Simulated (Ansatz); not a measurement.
Ideal-gas functions of B2H4O, SMILES `BBO` at 298.15 K and 1 bar, from an Ansatz frequency run at PBE0-D4/def2-TZVP.

Molar mass 41.66 g/mol, point group Cs (symmetry number 1), electronic degeneracy 1, moments of inertia 9.305, 61.1, 66.239 u Å². Harmonic wavenumbers (cm⁻¹, unscaled): 249, 295, 413, 710, 742, 924, 942, 1024, 1162, 1191, 1399, 2484, 2571, 2636, 3871.

Use S(trans) = R[1.5 ln M + 2.5 ln T − 1.1517]; rotational temperatures θ = 24.2544 K / I; S(rot) = R[ln(√π/σ · √(T³/θAθBθC)) + 1.5]; for each mode x = 1.438777 ν̃/T, S = R[x/(eˣ − 1) − ln(1 − e⁻ˣ)] and H = RT x/(eˣ − 1); 1 cm⁻¹ = 0.0119627 kJ/mol; R = 8.31446 J/(mol·K).

Problem. By hand: the entropy, in J/(mol·K).

Solution. Translation 155.4. Rotation: θ = 2.6066, 0.397, 0.3662 K, giving 92.3. Vibration, mode by mode: 7.27, 6.05, 3.83, 1.23, 1.09, 0.53, 0.49, 0.36, 0.20, 0.18, 0.08, 0.00, 0.00, 0.00, 0.00, in all 21.3. Electronic 0.0. Sum 269.0 J/(mol·K).

Problem. By hand: H − E and G − E in kJ/mol, counted from the electronic energy.

Solution. Zero-point energy ½ × 20613 × 0.0119627 = 123.3; thermal vibration 4.2; translation, rotation and pV give 4 RT = 9.9. H − E = 137.4 kJ/mol, and G − E = 137.4 − 298.15 × 269.0/1000 = 57.2 kJ/mol.

Vibration gives 8 % of the entropy. The sum counts one conformer and one mirror image; others add a mixing term.
